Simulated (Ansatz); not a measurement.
# How close CCSD(T) comes to the exact answer in a basis

Each species is computed at the geometry given (Å), with frozen cores, in Ansatz 0.2.0: RHF-CCSD(T) for singlets, UHF-CCSD(T) otherwise, and full CI in the same basis. The program picks the determinant by a search with trial CCSD, so it needn't be the lowest Hartree–Fock solution. States: HSiMg doublet A'', CN⁺ triplet Π, HB–AlH triplet Σ⁻ or Δ, HBeP triplet Σ⁻ or Δ. Cases whose determinant has another symmetry than full CI's state, or lies over 0.5 eV above the lowest of its kind, whose (Q) step broke down or whose higher cluster runs on it stay over 0.1 eV above full CI weren't drawn.

Judging by size, spin and bonding, rank them by the size of CCSD(T)'s error in total energy against full CI in the same basis, smallest first (an estimate).
A. HB–AlH, triplet, 6-31G: B 0.000 0.000 1.051; Al 0.000 0.000 -0.857; H 0.000 0.000 2.234; H 0.000 0.000 -2.428
B. CN⁺, triplet, 6-31G: N 0.000 0.000 0.000; C 0.000 0.000 1.160
C. HSiMg, doublet, 6-31G: Si 0.000 -0.113 2.061; Mg 0.000 0.023 -2.445; H 0.000 2.589 1.533
D. HBeP, triplet, 6-31G: P 0.000 0.000 -1.807; Be 0.000 0.000 0.235; H 0.000 0.000 1.572

D (13.0 meV), C (21.3 meV), A (30.2 meV), B (85.2 meV).

```json
{"species": "HBeP, triplet", "basis": "6-31G", "correlated electrons": "8", "CCSD(T) − full CI (meV)": "13.0", "CCSDT(Q) − full CI (meV)": "-0.1", "unpaired electrons (full CI)": "2.02", "T1": "0.016", "⟨S²⟩ of the determinant": "2.01"}
{"species": "HSiMg, doublet", "basis": "6-31G", "correlated electrons": "7", "CCSD(T) − full CI (meV)": "21.3", "CCSDT(Q) − full CI (meV)": "1.2", "unpaired electrons (full CI)": "1.76", "T1": "0.086", "⟨S²⟩ of the determinant": "1.60"}
{"species": "HB–AlH, triplet", "basis": "6-31G", "correlated electrons": "8", "CCSD(T) − full CI (meV)": "30.2", "CCSDT(Q) − full CI (meV)": "1.2", "unpaired electrons (full CI)": "2.04", "T1": "0.015", "⟨S²⟩ of the determinant": "2.02"}
{"species": "CN⁺, triplet", "basis": "6-31G", "correlated electrons": "8", "CCSD(T) − full CI (meV)": "85.2", "CCSDT(Q) − full CI (meV)": "-2.0", "unpaired electrons (full CI)": "2.10", "T1": "0.072", "⟨S²⟩ of the determinant": "2.18"}
```

Unpaired electrons are Σ n²(2−n)² over natural occupations; an open shell counts its own unpaired electrons too. Frozen cores follow each run's orbitals, which moves totals by a few meV.
